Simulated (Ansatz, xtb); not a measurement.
## A geometry optimisation of CHAlO+ with r2SCAN-D4/def2-SVP

The starting geometry of this gas-phase doublet has its atoms placed at random.

```xyz
4

C    -1.1940   -0.2027    0.0119
Al    0.6064    1.6186    0.3820
O    -0.2503   -0.4474   -1.5077
H    -0.9524   -0.2539   -0.9167
```

Q: One run relaxed it with r2SCAN-D4/def2-SVP. What is a likely outcome?

A: It ends as a structure given below by its coordinates. Contacts that open: C1–H4 (0.96 → 1.90 Å). Contacts that close: C1–O3 (1.81 → 1.24 Å).

The energy falls by 8.06 eV over 17 steps:

| step | E − E(last) (eV) |
| --- | --- |
| 1 | 8.060 |
| 3 | 4.724 |
| 5 | 2.961 |
| 6 | 2.293 |
| 8 | 0.549 |
| 10 | 0.188 |
| 12 | 0.003 |
| 13 | 0.003 |
| 15 | 0.000 |
| 17 | 0.000 |

Final geometry (Å):

| atom | x (Å) | y (Å) | z (Å) |
| --- | --- | --- | --- |
| C | -0.6259 | 0.1905 | -0.1130 |
| Al | 0.8162 | 1.8209 | 0.7593 |
| O | -0.6401 | -0.3060 | -1.2521 |
| H | -1.3404 | -0.9908 | -1.4247 |

From the same start GFN2-xTB ends elsewhere, differing in C1–Al2 (2.95 against 2.34 Å here), C1–H4 (1.10 against 1.90 Å here), Al2–O3 (1.75 against 3.27 Å here), O3–H4 (2.06 against 0.99 Å here).

From so rough a start the end depends on the optimiser's path, so another program may land elsewhere. No frequencies were run, so the end isn't proven a minimum. Open shells are spin-unrestricted. Run with Ansatz 0.2.0, 48 s on 2 threads of Arm Neoverse V1, on a shared host.
